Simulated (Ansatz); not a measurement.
This Ansatz (a first-principles code) input (MP2/def2-TZVPP) gives -114.31060 Eh with 90 basis functions. A basis named .json is the Basis Set Exchange file of that set (core-valence sets with the plain set on hydrogen).

Ansatz 0.2 input:
```yaml
crystal:
  periodic: [false, false, false]
  atoms:
    - {symbol: O, position_ang: [-0.00091616, -0.01015443, 0.67280603]}
    - {symbol: C, position_ang: [0.00071614, 0.00793741, -0.52591197]}
    - {symbol: H, position_ang: [-0.00265489, 0.95544190, -1.09932737]}
    - {symbol: H, position_ang: [0.00568738, -0.92183092, -1.12764904]}
basis:
  gaussian:
    orbitals: def2-TZVPP
    fitting: {mean_field: def2-universal-jkfit, correlation: aug-cc-pVQZ-RIFIT.json}
magnetization: {spin_polarized: false}
correlation: {method: mp2, electrons: outside_noble_gas}
```

Change:
```diff
- fitting: {mean_field: def2-universal-jkfit, correlation: aug-cc-pVQZ-RIFIT.json}
+ fitting: {mean_field: def2-universal-jkfit, correlation: def2-SVP-RIFIT.json}
```

Problem. What does the run give now?

Solution. -114.31287 Eh (MP2/def2-TZVPP, 90 functions), a change of -2.27 mEh.
